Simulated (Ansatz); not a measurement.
Basis-set extrapolation for CH6Si, SMILES `C[SiH3]` (PBE0-D4/def2-TZVP geometry, frozen core, Ansatz). Multiplicity 1, RHF reference.

|  | def2-TZVPP | def2-QZVPP |
| --- | --- | --- |
| HF | -330.321432 | -330.332752 |
| MP2 correlation | -0.318214 | -0.338923 |
| CCSD(T) correlation | -0.368804 | -0.386407 |

Energies in hartree. Use E(X) = E(∞) + A·exp(−7.88·√X) for Hartree–Fock and E(X) = E(∞) + B·X^(−2.97) for correlation, with X = 3 and 4.

Q: What is the CCSD(T) energy at the basis-set limit?

A: HF limit: -330.332752 + (-0.011320) × 0.13774 = -330.33431. Correlation limit: -0.386407 + (-0.017603) × 0.74074 = -0.39945. Total: -330.73376 hartree, 27.3 kcal/mol below CCSD(T)/def2-TZVPP.
